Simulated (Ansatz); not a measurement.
# Which isomer of BFH3Si+ gives these data?

These gas-phase data were calculated for one isomer of BFH3Si+ at PBE0-D3(BJ)/pcseg-1 (harmonic, unscaled wavenumbers; equilibrium rotational constants with average atomic masses):

* rotational constants: 40.94, 4.489, 4.259 GHz
* all wavenumbers above 1500 cm⁻¹: 2723, 2332, 2291

Candidates:

(1) `FB[SiH2+]`, a singlet
(2) `B[SiH+]F`, a singlet

Q: Assign the data to one candidate and say why.

A: Candidate (1). 1 mode lies between 2350 and 2900 cm⁻¹, one for each B–H bond, while (2) has 2.

The same quantities for all candidates:

```tsv
	rotational constants (GHz)	wavenumbers above 1500 cm⁻¹	E above the lowest, PBE0-D3(BJ)/pcseg-1 (kcal/mol)
(1)	40.94, 4.489, 4.259	2723, 2332, 2291	0.0
(2)	25.64, 6.447, 5.401	2803, 2666, 2325	6.5
```

Each candidate is one conformer. Programs: Ansatz 0.2.0.
